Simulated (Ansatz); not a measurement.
HBCl, quartet: the ladder up to full CI

Geometry: that of the HBCl, doublet, kept fixed. The doublet lies 5.9 eV lower here.

```xyz
3

B     0.0000   -0.1861    1.2546
Cl    0.0000    0.0365   -0.4405
H     0.0000    0.7137    2.0386
```

Basis 6-31G; Ansatz 0.2.0. Only valence electrons are correlated (noble-gas cores frozen), which leaves 11 electrons in 18 orbitals. Prefix R: restricted or restricted open-shell reference; prefix U: unrestricted. Active spaces: valence = (11e, 9o) chosen from the atoms' valence shells.

Full CI is exact within this basis and frozen core; it isn't the basis-set limit. The frozen core follows each run's orbitals, which can shift R against U totals by a few meV.

For open shells CISD and CISDTQ are restricted-active-space CI with the open shells as a complete middle space.

The UHF ⟨S²⟩ is 3.755, the T1 diagnostic (RCCSD) is 0.0664 and the largest doubles amplitude (RCCSD) is 0.083. The T1 diagnostic (UCCSD) is 0.0666.

| level | E − E(RHF) (eV) |
| --- | --- |
| UHF | -0.0433 |
| RMP2 | -1.7109 |
| UMP2 | -1.7135 |
| RCCSD | -2.3134 |
| UCCSD | -2.3126 |
| RCCSD(T) | -2.3733 |
| UCCSD(T) | -2.3728 |

(1) Estimate how far full CI in 6-31G lies from RCCSD(T). The table doesn't fix it; the size of (T) and the diagnostics are the guide.

(1) Full CI in 6-31G lies 0.60 kcal/mol below RCCSD(T), which is 43 % of the (T) step (-1.38 kcal/mol). T1 is raised, and the rest is a large part of (T).

The other levels:

| level | E − E(full CI) (kcal/mol) | share of correlation (%) | wall time |
| --- | --- | --- | --- |
| CISD | 4.15 | 92.50 | 0.91 s |
| BCCD(T) | 0.44 | 99.21 | 1.8 s |
| RCCSDT | 0.09 | 99.84 | – |
| UCCSDT | 0.08 | 99.86 | – |
| CISDTQ | 0.08 | 99.85 | 4.8 s (H100) |
| RCCSDT(Q) | 0.01 | 99.98 | 4.8 s |
| UCCSDT(Q) | 0.01 | 99.99 | 4.2 s |
| RCCSDTQ | 0.01 | 99.99 | 21 s (H100) |
| UCCSDTQ | 0.00 | 100.00 | 23 s (H100) |
| CASSCF (valence space) | 33.79 | 38.92 | – |
| NEVPT2 (valence space) | 9.30 | 83.18 | 1.6 s |
| MRCISD (valence space) | 1.66 | 97.00 | – |
| MRCISD+Q (valence space) | 0.73 | 98.69 | 3.1 s |

The correlation energy at full CI, counted from RHF, is -2.399 eV. That run took 10 s on 2 threads of AMD EPYC 7R13 with a shared H100 80 GB, shared host over 48,694,464 determinants.

Times hold each run's SCF and search for its determinant on a shared host, so for small cases they say little of a method's own cost; rows without a card ran on 1 thread of AMD EPYC 7R13.

The full-CI state has the irrep A'' of Cs, in the program's axes.

Natural occupations of full CI about the gap: 1.992 1.986 1.975 1.947 1.018 0.997 0.986 0.029 0.023 0.010; effectively unpaired electrons, Σ n²(2−n)², 3.02.
